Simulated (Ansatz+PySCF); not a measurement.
Values are calculated unless marked as measured or tabulated.
Input for Ansatz (development build ahead of 0.2.0):

```yaml
crystal:
  periodic: [false, false, false]
  atoms:
    - { symbol: B, position_ang: [0.0, 0.0, 0.0] }
    - { symbol: O, position_ang: [0.44332, 0.5911, 1.27976] }
basis:
  gaussian: { orbitals: STO-3G }
magnetization:
  initial_magnetization: 3
hamiltonian:
  xc: hf
correlation:
  method: fci
  frozen_orbitals: { B: 1, O: 1 }
```

The input is written out in the form of the current development build from the run's settings.

Results

```
Converged    : yes
Total energy : -98.09697 hartree
State        : lowest quartet root, of any spatial symmetry
```

Caution: another spin multiplicity may lie lower.
